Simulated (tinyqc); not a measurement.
Worked calculation: extended Hueckel theory, for H3O+. The parameters take no account of the charge, which enters only through the electron count. One step of it, computed by the program tinyqc.

Task: Mulliken analysis. P = C n C^T; charge = valence electrons (O 6, H 1) minus the sum of (P S)_ii on the atom; overlap population = 2 sum P_ij S_ij between two atoms.

coefficients, order 1O 2s, 1O 2px, 1O 2py, 1O 2pz, 2H 1s, 3H 1s, 4H 1s:
$$\begin{pmatrix}
0.735482 & 0.000000 & -0.000117 & 0.026562 & 0.000000 & 0.001172 & 1.171129 \\
-0.000057 & 0.000000 & 0.676916 & 0.000024 & 0.000000 & -0.972796 & 0.001823 \\
0.000000 & 0.676775 & 0.000000 & 0.000000 & 0.972769 & 0.000000 & 0.000000 \\
0.005313 & 0.000000 & -0.000021 & 0.998978 & 0.000000 & -0.000066 & -0.074138 \\
0.167237 & 0.000000 & 0.414032 & -0.009673 & 0.000000 & 0.988619 & -0.663362 \\
0.167058 & 0.358702 & -0.207149 & -0.009685 & -0.856550 & -0.495634 & -0.660647 \\
0.167058 & -0.358702 & -0.207149 & -0.009685 & 0.856550 & -0.495634 & -0.660647
\end{pmatrix}$$

occupations: [2.000000, 2.000000, 2.000000, 2.000000, 0.000000, 0.000000, 0.000000]

overlap S, order 1O 2s, 1O 2px, 1O 2py, 1O 2pz, 2H 1s, 3H 1s, 4H 1s:
$$\begin{pmatrix}
1.000000 & 0.000000 & 0.000000 & 0.000000 & 0.467070 & 0.466643 & 0.466643 \\
0.000000 & 1.000000 & 0.000000 & 0.000000 & 0.395471 & -0.197483 & -0.197483 \\
0.000000 & 0.000000 & 1.000000 & 0.000000 & 0.000000 & 0.342360 & -0.342360 \\
0.000000 & 0.000000 & 0.000000 & 1.000000 & -0.028845 & -0.028808 & -0.028808 \\
0.467070 & 0.395471 & 0.000000 & -0.028845 & 1.000000 & 0.186093 & 0.186093 \\
0.466643 & -0.197483 & 0.342360 & -0.028808 & 0.186093 & 1.000000 & 0.185765 \\
0.466643 & -0.197483 & -0.342360 & -0.028808 & 0.186093 & 0.185765 & 1.000000
\end{pmatrix}$$

Give: charges; Overlap populations.

Result:

charges: 1O 0.0783, 2H 0.3072, 3H 0.3072, 4H 0.3072

Overlap populations:
```
pair      value
2-1    0.673572
3-1    0.673139
3-2   -0.042976
4-1    0.673139
4-2   -0.042976
4-3   -0.042915
```
